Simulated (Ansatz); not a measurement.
## CO⁺, doublet in 6-31G: errors against full CI

Geometry: that of the CO, triplet, kept fixed.

```xyz
2

O     0.0000    0.0000    0.0000
C     0.0000    0.0000    1.1955
```

Basis 6-31G; Ansatz 0.2.0. Only valence electrons are correlated (noble-gas cores frozen), which leaves 9 electrons in 16 orbitals. Prefix R: restricted or restricted open-shell reference; prefix U: unrestricted. Active spaces: valence = (9e, 8o) chosen from the atoms' valence shells.

Full CI is exact within this basis and frozen core; it isn't the basis-set limit. The frozen core follows each run's orbitals, which can shift R against U totals by a few meV.

Unrestricted rows (U) aren't spin-pure: their determinants' ⟨S²⟩ exceeds S(S+1) by up to 0.62, so they mix in states of higher spin. For open shells CISD and CISDTQ are restricted-active-space CI with the open shells as a complete middle space.

```
UHF ⟨S²⟩                          : 1.374
T1 diagnostic (RCCSD)             : 0.0451
largest doubles amplitude (RCCSD) : 0.122
T1 diagnostic (UCCSD)             : 0.0897
```

| level | E − E(full CI) (meV) | share of correlation (%) | wall time |
| --- | --- | --- | --- |
| RHF | 6782 | 0.00 | – |
| UHF | 5992 | 11.65 | – |
| RMP2 | 121 | 98.22 | – |
| UMP2 | 1387 | 79.55 | – |
| CISD | 839 | 87.63 | 0.57 s |
| RCCSD | 390 | 94.25 | – |
| UCCSD* | 339 | 95.00 | – |
| RCCSD(T) | 65 | 99.04 | 0.66 s |
| UCCSD(T)* | 158 | 97.67 | 0.81 s |
| BCCD(T) | 64 | 99.06 | 0.81 s |
| RCCSDT | 34 | 99.50 | – |
| UCCSDT | 38 | 99.44 | – |
| CISDTQ | 60 | 99.12 | 2.8 s |
| RCCSDT(Q) | 11 | 99.84 | 3.6 s |
| UCCSDT(Q) | -21 | 100.31 | 3.3 s |
| RCCSDTQ | 6 | 99.92 | 30 s |
| UCCSDTQ | 6 | 99.91 | 32 s |
| CASSCF (valence space) | 1538 | 77.32 | – |
| NEVPT2 (valence space) | 357 | 94.73 | 1.9 s |
| MRCISD (valence space) | 46 | 99.32 | – |
| MRCISD+Q (valence space) | 18 | 99.74 | 2.6 s |

An asterisk marks runs whose energy the program itself flagged as in doubt.

The correlation energy at full CI, counted from RHF, is -6.782 eV. That run took 19 s on 1 thread of Arm Neoverse V1, shared host over 1,989,600 determinants.

Times hold each run's SCF and search for its determinant on a shared host, so for small cases they say little of a method's own cost; they ran on 1 thread of Arm Neoverse V1.

Not variational, and here over 5 meV under the exact energy: UCCSDT(Q).

The full-CI state has the irrep A1 of C2v, in the program's axes (one component, if the state is degenerate).

Natural occupations of full CI about the gap: 1.987 1.951 1.895 1.895 1.009 0.104 0.104 0.027 0.009 0.006; effectively unpaired electrons, Σ n²(2−n)², 1.17.
